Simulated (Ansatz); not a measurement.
Born–Oppenheimer molecular dynamics of AlH$_{7}$NP (10 atoms, charge 0, multiplicity 1). It starts at the highest image of a converged band, a first-order saddle point between two minima.

These are results of RKS BLYP/6-31G* in Ansatz, not measurements.

```
ensemble                      : NVE (velocity Verlet)
time step                     : 0.5 fs
steps asked                   : 200
starting velocities drawn for : 100 K
seed                          : 10167
```

First frame:

```xyz
10
Properties=species:S:1:pos:R:3
Al -0.144 0.318 -0.080
H -0.451 -0.149 1.571
H 1.407 0.254 -0.376
N -1.499 -0.300 -1.095
H -2.381 -0.629 -0.699
H -1.655 0.019 -2.053
P -0.438 2.694 0.844
H -1.608 2.742 1.672
H 0.500 2.854 1.917
H -0.496 0.940 1.527
```

**Question.** How far do the bonds stretch over the last three quarters of this one trajectory? (Pairs bonded in most of those frames.)

**Answer.** 
| bond | mean (Å) | spread (Å) | shortest | longest |
| --- | --- | --- | --- | --- |
| Al1–H3 | 1.603 | 0.011 | 1.58 | 1.62 |
| Al1–N4 | 1.821 | 0.040 | 1.75 | 1.89 |
| Al1–P7 | 2.366 | 0.082 | 2.25 | 2.52 |
| H2–H10 | 0.762 | 0.050 | 0.69 | 0.87 |
| N4–H5 | 1.027 | 0.008 | 1.01 | 1.04 |
| N4–H6 | 1.029 | 0.011 | 1.01 | 1.05 |
| P7–H8 | 1.441 | 0.008 | 1.42 | 1.46 |
| P7–H9 | 1.440 | 0.013 | 1.42 | 1.46 |

Mean temperature of the second half: 1015 K. The conserved energy stayed within 0.22 meV per atom of its start (net change 0.058 meV per atom), so the integration is sound. The kinetic energy rose, since the run started high on the potential surface and went downhill. It ends in pieces (AlH5NP + H2), so much of that is their flight and rotation, not heat. A run of 0.1 ps of so small a system gives no equilibrium averages. The orbitals stay closed-shell, which can raise the energy where a bond breaks towards radicals; this wasn't checked here.

The run took 5.4 min on 2 threads of Intel(R) Xeon(R) Platinum 8259CL CPU @ 2.50GHz (Skylake/Cascade Lake), with other jobs on the host, peak memory 0.13 GiB.
